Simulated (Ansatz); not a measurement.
# BH₂⁻, triplet: the ladder up to full CI

Geometry: a point of a stretch scan, not a stationary point.

```xyz
3

B     0.0000   -0.0744   -0.0156
H     0.0000    0.3518   -0.9081
H     0.0000    0.4466    1.0755
```

Basis aug-cc-pVDZ; Ansatz 0.2.0. Only valence electrons are correlated (noble-gas cores frozen), which leaves 6 electrons in 40 orbitals. Prefix R: restricted or restricted open-shell reference; prefix U: unrestricted. Active spaces: pair = (4e, 4o) about the gap; valence = (6e, 6o) chosen from the atoms' valence shells.

Full CI is exact within this basis and frozen core; it isn't the basis-set limit. The frozen core follows each run's orbitals, which can shift R against U totals by a few meV.

For open shells CISD is restricted-active-space CI with the open shells as a complete middle space.

- UHF ⟨S²⟩: 2.008
- T1 diagnostic (RCCSD): 0.0292
- largest doubles amplitude (RCCSD): 0.044
- T1 diagnostic (UCCSD): 0.0202

```csv
level,E − E(RHF) (eV)
UHF,-0.0560
RMP2,-2.3963
UMP2,-2.4088
RCCSD,-2.9687
UCCSD,-2.9697
RCCSD(T),-3.0393
UCCSD(T),-3.0397
```

(1) Estimate how far full CI in aug-cc-pVDZ lies from RCCSD(T). The table doesn't fix it; the size of (T) and the diagnostics are the guide.

(1) Full CI in aug-cc-pVDZ lies 2.0 kJ/mol below RCCSD(T), which is 29 % of the (T) step (-6.8 kJ/mol). The diagnostics give no warning, yet the rest is a sizeable part of (T).

The other levels:

```json
{"level": "CISD", "E − E(full CI) (kJ/mol)": "17.5", "share of correlation (%)": "94.06", "wall time": "0.91 s"}
{"level": "BCCD(T)", "E − E(full CI) (kJ/mol)": "2.0", "share of correlation (%)": "99.33", "wall time": "2.3 s"}
{"level": "RCCSDT", "E − E(full CI) (kJ/mol)": "0.3", "share of correlation (%)": "99.90", "wall time": "–"}
{"level": "UCCSDT", "E − E(full CI) (kJ/mol)": "0.3", "share of correlation (%)": "99.91", "wall time": "–"}
{"level": "RCCSDT(Q)", "E − E(full CI) (kJ/mol)": "0.0", "share of correlation (%)": "99.99", "wall time": "8.5 s"}
{"level": "UCCSDT(Q)", "E − E(full CI) (kJ/mol)": "0.0", "share of correlation (%)": "100.00", "wall time": "8.5 s"}
{"level": "RCCSDTQ", "E − E(full CI) (kJ/mol)": "0.0", "share of correlation (%)": "100.00", "wall time": "21 s (H100)"}
{"level": "CASSCF (pair space)", "E − E(full CI) (kJ/mol)": "259.2", "share of correlation (%)": "12.21", "wall time": "–"}
{"level": "NEVPT2 (pair space)", "E − E(full CI) (kJ/mol)": "70.1", "share of correlation (%)": "76.26", "wall time": "0.6 s"}
{"level": "MRCISD (pair space)", "E − E(full CI) (kJ/mol)": "15.4", "share of correlation (%)": "94.78", "wall time": "–"}
{"level": "MRCISD+Q (pair space)", "E − E(full CI) (kJ/mol)": "0.8", "share of correlation (%)": "99.73", "wall time": "0.88 s"}
{"level": "CASSCF (valence space)", "E − E(full CI) (kJ/mol)": "228.8", "share of correlation (%)": "22.52", "wall time": "–"}
{"level": "NEVPT2 (valence space)", "E − E(full CI) (kJ/mol)": "72.6", "share of correlation (%)": "75.40", "wall time": "0.69 s"}
{"level": "NEVPT4(SD) (valence space)", "E − E(full CI) (kJ/mol)": "13.8", "share of correlation (%)": "95.32", "wall time": "0.94 s"}
{"level": "MRCISD (valence space)", "E − E(full CI) (kJ/mol)": "13.1", "share of correlation (%)": "95.57", "wall time": "–"}
{"level": "MRCISD+Q (valence space)", "E − E(full CI) (kJ/mol)": "1.3", "share of correlation (%)": "99.57", "wall time": "1.1 s"}
```

The correlation energy at full CI, counted from RHF, is -3.060 eV. That run took 18 s on 2 threads of AMD EPYC 7R13 with a shared H100 80 GB, shared host over 48,616,238 determinants.

Times hold each run's SCF and search for its determinant on a shared host, so for small cases they say little of a method's own cost; rows without a card ran on 1 thread of AMD EPYC 7R13.

The full-CI state has the irrep A'' of Cs, in the program's axes.

Natural occupations of full CI about the gap: 1.958 1.948 0.979 0.975 0.024 0.021 0.017 0.015 0.012 0.012; effectively unpaired electrons, Σ n²(2−n)², 2.02.
